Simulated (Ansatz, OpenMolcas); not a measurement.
# How basis sets differ on Li2 (lithium dimer)

Li2 has 2 atoms, charge 0, and is taken as a singlet. SMILES: `[Li][Li]`. The bond length is the measured one.

```xyz
2

Li    0.0000    0.0000    0.0000
Li    0.0000    0.0000    2.6729
```

Quantity: the atomisation enthalpy at 298 K, in kJ/mol. The values are calculated. The thermal term (zero-point and 298 K enthalpy, harmonic and unscaled) is that of PBE0/aug-cc-pVTZ; the spin-orbit lowering of the free atoms at 298 K, 0.0 kJ/mol by their spectra, is taken off.

**What was measured.** NIST-JANAF tables gives the atomisation enthalpy at 298 K of the gas as 103 kJ/mol.

```json
{"level": "HF/STO-3G", "kind": "Hartree–Fock", "program": "Ansatz", "value (kJ/mol)": "21", "computed − measured": "-82", "CPU time (all runs)": "0.45 s"}
{"level": "HF/3-21G", "kind": "Hartree–Fock", "program": "OpenMolcas", "value (kJ/mol)": "15", "computed − measured": "-88", "CPU time (all runs)": "3.1 s"}
{"level": "HF/def2-SVP", "kind": "Hartree–Fock", "program": "Ansatz", "value (kJ/mol)": "14", "computed − measured": "-89", "CPU time (all runs)": "0.15 s"}
{"level": "HF/aug-cc-pVTZ", "kind": "Hartree–Fock", "program": "OpenMolcas", "value (kJ/mol)": "16", "computed − measured": "-87", "CPU time (all runs)": "6 s"}
```

Nearest: HF/STO-3G (-82 kJ/mol); farthest: HF/def2-SVP (-89 kJ/mol). The measured heats of formation of B, Si, Al and metal atoms are uncertain by some kJ/mol each. Minimal STO sets describe s-block atoms so badly that they can place the ion below the atom. Times are those of the runs behind each value, whatever else they computed, on shared processors of several kinds: orders of magnitude only.
